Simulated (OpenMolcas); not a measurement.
## Worked example: vertical energy of the triplet above the singlet of P2 (SMILES P#P)

The species is P2 (2 atoms), meant as a singlet with charge 0. As SMILES, `P#P`. The bond length is the measured one.

| atom | x (Å) | y (Å) | z (Å) |
| --- | --- | --- | --- |
| P | 0.0000 | 0.0000 | 0.0000 |
| P | 0.0000 | 0.0000 | 1.8934 |

Both states at this one shape; open shells run unrestricted unless said. 1 Eh = 27.2114 eV.

```tsv
level	program	singlet P2 (Eh)	triplet P2 (Eh)
PW91/6-311G**	OpenMolcas	-682.680452	-682.570931
PW91/6-311++G**	OpenMolcas	-682.684036	-682.574831
PW91/6-311++G(2d,2p)	OpenMolcas	-682.690401	-682.582889
```

Q: Work out the vertical gap, second state less first, at each level.

A: 
1. PW91/6-311G**: -682.570931 − (-682.680452) = 0.109521 Eh = 2.98 eV.
2. PW91/6-311++G**: -682.574831 − (-682.684036) = 0.109205 Eh = 2.97 eV.
3. PW91/6-311++G(2d,2p): -682.582889 − (-682.690401) = 0.107512 Eh = 2.93 eV.

No measured value is set beside it here; the levels span 2.93 to 2.98 eV.
